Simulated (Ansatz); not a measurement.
# H3N: the cost of one run

Computed with Ansatz 0.2.0 (SC-NEVPT2 on CASSCF(2,2), Gaussian basis aug-cc-pVTZ, unless a step's input says otherwise).

### 1 The starting structure

Bond lengths: N1–H2 1.055 Å, N1–H3 1.055 Å, N1–H4 1.055 Å. Angles: H2–N1–H3 120.0°, H2–N1–H4 120.0°, H3–N1–H4 120.0°.

Coordinates:

```xyz
4

N     0.0000    0.0000    0.0000
H     0.0000    0.0000    1.0550
H     0.0000   -0.9137   -0.5275
H     0.0000    0.9137   -0.5275
```

### 2 Relaxing the atoms: H3N

input.yaml reads:

```yaml
relax:
  f_tol: 0.001
  max_steps: 200
  escape_saddle: false
crystal:
  periodic: [false, false, false]
  atoms:
    - { symbol: "N", position_ang: [0.0, 0.0, 0.0] }
    - { symbol: H, position_ang: [0.0, 0.0, 1.055] }
    - { symbol: H, position_ang: [0.0, -0.913657, -0.5275] }
    - { symbol: H, position_ang: [0.0, 0.913657, -0.5275] }
basis:
  gaussian: { orbitals: aug-cc-pVTZ }
hamiltonian:
  xc: hf
correlation:
  method: sc_nevpt2
  active_space:
    window: { electrons: 2, orbitals: 2 }
    states: [{ multiplicity: 1, weights: [1, 1] }]
    root: 1
magnetization:
  spin_polarized: false
```

Command:

```console
$ ansatz run input.yaml --threads 4 --pin off --max-ram 12288MiB --backend cpu --events-out ev --progress --plain --runs-dir out
```

Q: Estimate wall time and peak memory on 4 threads of Intel Xeon 6975P-C (Granite Rapids), shared host.

About 9.2 s, with a peak of 0.46 GiB.
